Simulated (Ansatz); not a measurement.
Results of r²SCAN (Ansatz, a first-principles code, plane waves, PAW) for BaHgSnS4 (Ama2, No. 40; cell taken from a computed entry).

Settings: plane-wave cutoff 560 eV, 4×6×6 k mesh (along the axes of the cell as run), Fermi–Dirac smearing 0.01 eV, scalar-relativistic PAW data made under PBE.

Cell (relaxed with PBEsol):

```
CELL_PARAMETERS angstrom
     10.81735     0.00000     0.00000
      0.00000     5.38586     3.29916
      0.00000    -5.38586     3.29916
ATOMIC_POSITIONS crystal
  Ba 0.50000 0.94983 0.94983
  Ba 0.00000 0.94983 0.94983
  Sn 0.75000 0.24934 0.67678
  Sn 0.25000 0.67678 0.24934
  Hg 0.75000 0.67018 0.33582
  Hg 0.25000 0.33582 0.67018
  S  0.57864 0.99385 0.46657
  S  0.42136 0.46657 0.99385
  S  0.92136 0.99385 0.46657
  S  0.07864 0.46657 0.99385
  S  0.75000 0.65427 0.76147
  S  0.25000 0.76147 0.65427
  S  0.75000 0.24861 0.06361
  S  0.25000 0.06361 0.24861
```

Question: Predict the band gap.

Answer: 
- band gap = 2.33 eV

Note: cell and atoms aren't relaxed at this level (largest force component 0.23 eV/Å, pressure 1.5 GPa).

Spin–orbit coupling is not included.

Computed values are for the static lattice.

Cost on a shared machine: roughly 16 core-minutes.
